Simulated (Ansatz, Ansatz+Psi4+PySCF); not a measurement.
```xyz
5

C     0.0023   -0.0086    0.0045
F     0.7646    0.7515    0.7628
F     0.7625   -0.7613   -0.7502
F    -0.7524    0.7538   -0.7559
F    -0.7511   -0.7644    0.7573
```

Basis set: cc-pVTZ (spherical functions). Frozen core: 5 orbitals. Charge 0, multiplicity 1.

Computed with Ansatz (development build ahead of 0.2.0); each method stands on the lowest determinant of its kind that the runs found. Restricted open shells among the atoms or ions are ROHF, correlated in semicanonical orbitals with singles.

(1) Give the atomization energy at this shape (free ground-state atoms in the same class of orbitals less the molecule, no zero-point energy) of singlet CF₄ by RHF-MP2, RHF.

Answers

(1)

| method | atomization energy |
| --- | --- |
| RHF-MP2 | 21.35 eV |
| RHF | 14.31 eV |
